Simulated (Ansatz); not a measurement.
The same path of ClFH₂Si (5 atoms, charge 0, multiplicity 1) was run twice with different band settings. Lost on the way: Si1–F2, Si1–H3. Made: F2–H3.

Computed with RKS r2SCANh-D4/def2-SVP (Ansatz 0.2.0).

Relaxed end points:

```xyz
5
Properties=species:S:1:pos:R:3
Si 0.248 0.004 0.124
F 0.302 0.026 1.736
H 1.633 0.050 -0.388
Cl -0.760 1.669 -0.518
H -0.495 -1.202 -0.298
```

```xyz
5
Properties=species:S:1:pos:R:3
Si 0.207 -0.560 -0.857
F 1.213 -0.086 1.051
H 0.833 0.779 1.059
Cl -0.406 1.514 -0.617
H -0.919 -1.100 0.021
```

Common settings: movable images 5; climbing image yes; spring 5.0 eV/Å²; optimiser quadratic models (default); force threshold 0.05 eV/Å; iteration limit 60; end points relaxed.

| run | start path |
| --- | --- |
| 1 | through a guess of the saddle point |
| 2 | straight line |

Question: What does each run give, and how far can it be trusted?

Answer: Run 1: converged after 13 iterations, highest image 3.634 eV above the first end. Neighbouring images differ by up to 2.4 eV, so the band resolves the path poorly. A vibrational analysis at the climbing image gives one clearly imaginary mode, 1142i cm⁻¹: a first-order saddle point.
Run 2: converged after 13 iterations, highest image 3.634 eV above the first end. Neighbouring images differ by up to 2.4 eV, so the band resolves the path poorly. Another band between the same ends (5 images) ends at a top of the same energy, where a vibrational analysis finds 1 clearly imaginary mode.
The orbitals stay closed-shell, which can raise the energy where a bond breaks towards radicals; this wasn't checked here.
